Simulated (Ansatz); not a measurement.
# C₅H₁₀: up Jacob's ladder to CCSD(T)

An exercise on one series of results from a longer session: the logs are not shown, and one member is left open.

Method: functionals in def2-TZVPP, the program's frozen cores in correlated methods; program: Ansatz 0.2.0, Gaussian basis.

Levels to be run: LDA (SPW92), PBE-D4, revPBE-D4, BLYP-D4, r2SCAN-D4, B97M-V, PBE0-D4, B3LYP-D4, r2SCANh-D4, r2SCAN0-D4, HSE06-D4, BHLYP-D4, CAM-B3LYP-D4, LC-ωPBE, ωB97X-V, ωB97M-V, B2PLYP, PBE-QIDH; CCSD(T)/def2-SVP; CCSD(T)/def2-TZVPP; MP2/def2-QZVPP; extrapolation to the limit; RPA on PBE.

### The relaxed structure

The geometry comes from an earlier relaxation with PBE0-D4 in a triple-zeta def2 set; it is a stationary point, not always the lowest conformer.

15 atoms, charge 0, spin multiplicity 1.

Atoms are counted from 1 here; the program's logs count them from 0.

Bond lengths: C1–C2 1.491 Å, C1–H6 1.095 Å, C1–H7 1.095 Å, C1–H8 1.090 Å, C2–C3 1.330 Å, C2–H9 1.088 Å, C3–C4 1.493 Å, C3–H10 1.089 Å, C4–C5 1.525 Å, C4–H11 1.092 Å, C4–H12 1.097 Å, C5–H13 1.093 Å, C5–H14 1.093 Å, C5–H15 1.093 Å. Angles: C2–C1–H6 110.7°, C2–C1–H7 110.7°, C2–C1–H8 112.9°, H6–C1–H7 106.5°, H6–C1–H8 107.8°, H7–C1–H8 107.9°, C1–C2–C3 127.6°, C1–C2–H9 115.2°, C3–C2–H9 117.2°, C2–C3–C4 127.9°, C2–C3–H10 117.3°, C4–C3–H10 114.8°, C3–C4–C5 112.1°, C3–C4–H11 110.9°, C3–C4–H12 108.8°, C5–C4–H11 109.7°, C5–C4–H12 108.8°, H11–C4–H12 106.2° and more.

The first run:

in.yaml

```yaml
crystal:
  periodic: [false, false, false]
  atoms:
    - {symbol: C, position_ang: [-1.144054, 0.338622, 1.823486]}
    - {symbol: C, position_ang: [0.267105, 0.564963, 1.397829]}
    - {symbol: C, position_ang: [0.874641, 0.089116, 0.314299]}
    - {symbol: C, position_ang: [0.295474, -0.775953, -0.756188]}
    - {symbol: C, position_ang: [0.329233, -0.099331, -2.122695]}
    - {symbol: H, position_ang: [-1.180121, -0.157547, 2.798913]}
    - {symbol: H, position_ang: [-1.670045, 1.291583, 1.940186]}
    - {symbol: H, position_ang: [-1.707964, -0.271087, 1.117508]}
    - {symbol: H, position_ang: [0.855633, 1.193635, 2.062801]}
    - {symbol: H, position_ang: [1.916952, 0.366888, 0.163927]}
    - {symbol: H, position_ang: [-0.729416, -1.065030, -0.512806]}
    - {symbol: H, position_ang: [0.872155, -1.707727, -0.807928]}
    - {symbol: H, position_ang: [1.349246, 0.185443, -2.394565]}
    - {symbol: H, position_ang: [-0.051380, -0.762830, -2.902840]}
    - {symbol: H, position_ang: [-0.277450, 0.809262, -2.121917]}
basis:
  gaussian: {orbitals: def2-TZVPP}
hamiltonian: {xc: lda}
output: {orbitals: {seedname: orbitals}}
```

Run with:

```console
$ ansatz run in.yaml --threads 4 --pin off --events-out ev --progress --plain --max-ram 10444MiB
```

Steps of the session up to this table: LDA; PBE-D4 (GGA); revPBE-D4 (GGA); BLYP-D4 (GGA); r2SCAN-D4 (meta-GGA); B97M-V (meta-GGA); PBE0-D4 (hybrid); B3LYP-D4 (hybrid); r2SCANh-D4 (hybrid); r2SCAN0-D4 (hybrid); HSE06-D4 (hybrid); BHLYP-D4 (hybrid); CAM-B3LYP-D4 (range-separated); LC-ωPBE (range-separated); ωB97X-V (range-separated); ωB97M-V (range-separated); B2PLYP (double hybrid); PBE-QIDH (double hybrid).

One of the session's tables, all rows but one given; the rest of the session is left out.

It belongs to the step «Frontier levels by functional». 

```
  functional  HOMO (eV)  LUMO (eV)  gap (eV)
 LDA (SPW92)      -5.95      -0.55      5.40
      PBE-D4      -5.80      -0.34      5.47
   revPBE-D4      -5.74      -0.25      5.49
     BLYP-D4      -5.66      -0.22      5.44
   r2SCAN-D4      -5.98      -0.07      5.91
      B97M-V      -6.02      -0.05      5.96
     PBE0-D4      -6.91       0.68      7.59
    B3LYP-D4      -6.70       0.43      7.14
  r2SCANh-D4      -6.40       0.30      6.71
  r2SCAN0-D4      -7.03       0.85      7.89
    HSE06-D4      -6.51       0.30      6.81
    BHLYP-D4          ?          ?         ?
CAM-B3LYP-D4      -8.23       1.77     10.00
     LC-ωPBE      -9.61       2.98     12.59
     ωB97X-V      -9.23       2.85     12.08
     ωB97M-V      -9.14       2.59     11.73
```

Q: Estimate the row for BHLYP-D4 from the others.

Worked estimate for «HOMO (eV)». Against the share of exact exchange, BLYP-D4 (0, -5.66), B3LYP-D4 (0.2, -6.70) give a slope of -5.20 per unit share; at 0.5 the line stands at -8.26.

The run gave: HOMO (eV): -7.88; LUMO (eV): 1.70; gap (eV): 9.57. In «HOMO (eV)» the line misses by -0.38.
